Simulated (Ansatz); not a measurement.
**How the band gap of rock-salt CaO moves with the method**

No measured value is used here.

```json
[
 {"level (code)": "LDA (Ansatz)", "value (eV)": "3.49 (indirect)", "cell (Å³/atom)": "13.92"},
 {"level (code)": "PBE (Ansatz)", "value (eV)": "3.66 (indirect)", "cell (Å³/atom)": "13.92"},
 {"level (code)": "PBE-D3(BJ) (Ansatz)", "value (eV)": "3.65 (indirect)", "cell (Å³/atom)": "13.68"},
 {"level (code)": "r²SCAN-D4 (Ansatz)", "value (eV)": "4.20 (indirect)", "cell (Å³/atom)": "13.69"},
 {"level (code)": "Hartree–Fock (Ansatz)", "value (eV)": "13.97 (indirect)", "cell (Å³/atom)": "13.92"},
 {"level (code)": "G0W0@PBE+SOC (Ansatz)", "value (eV)": "6.11", "cell (Å³/atom)": "13.92"}
]
```

Computed values are for a static lattice.  G0W0@PBE+SOC: spin–orbit coupling enters as the shift of the gap found with a semilocal functional. Values are at the measured cell; PBE-D3(BJ) at the level's own relaxed cell; r²SCAN-D4 at the level's own equilibrium cell. Cutoffs and k meshes differ between the levels. Ansatz's density-functional and Hartree–Fock values are scalar-relativistic unless marked +SOC, with PAW data made under PBE.

Ansatz is a quantum-chemistry and plane-wave program.
